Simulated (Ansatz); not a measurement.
Ansatz (an electronic-structure program) input:

Ansatz 0.2 input:
```yaml
crystal:
  periodic: [false, false, false]
  atoms:
    - {symbol: Na, position_ang: [-0.00000000, -0.00000000, -2.00393830]}
    - {symbol: Na, position_ang: [0.00000000, 0.00000000, 2.00393830]}
basis:
  gaussian:
    orbitals: def2-TZVP
hamiltonian:
  xc: b3lyp
  dispersion: d3bj
total_charge: 1
magnetization: {spin_polarized: true, initial_magnetization: 1}
phonons: {temperatures: {t_min: 298.15, t_max: 298.15, t_step: 100}}
```

Predict the final energy.

-324.42837 Eh (B3LYP-D3(BJ)/def2-TZVP). The basis has 64 functions.
